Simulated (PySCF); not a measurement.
# BH4N (Boranamine): the cost of one run

Computed with PySCF 2.14.0, with density-fitted response routines of our own, on a single molecule in the gas phase. Atoms are numbered from 0 throughout.

## (1) The molecule as given

6 atoms, charge 0, multiplicity 1; geometry from: GFN2-xTB. The atoms were then displaced at random by about 0.01 Å, so the start is not that level's minimum.

Bonds of the start (Å): B0–N1 1.35, B0–H2 1.17, B0–H3 1.19, N1–H4 1.01, N1–H5 1.00.

## (2) Relaxing the molecule at PBE0-D3(BJ)/def2-SVP

What the job is given:

```
{"job": {"xc": "PBE0", "basis": "def2-SVP", "d3": "d3bj", "grid": 1, "shake": 0.01, "kind": "geom"}, "charge": 0, "multiplicity": 1}
B     -0.664990    -0.008630    -0.023110
N      0.685310    -0.020070     0.017480
H     -1.295010    -0.997660    -0.039100
H     -1.195060     1.056670    -0.066270
H      1.268420     0.800150     0.015840
H      1.225500    -0.860480     0.050500
```

Run with:

```bash
> OMP_NUM_THREADS=1 python probes_run.py task.json out
```

This one command runs all jobs of the session in turn.

**Question.** How long does this first job take on 1 thread of Arm Neoverse N1, shared host, and how much memory does it need?

About 3.2 s, with a peak of 0.27 GiB.
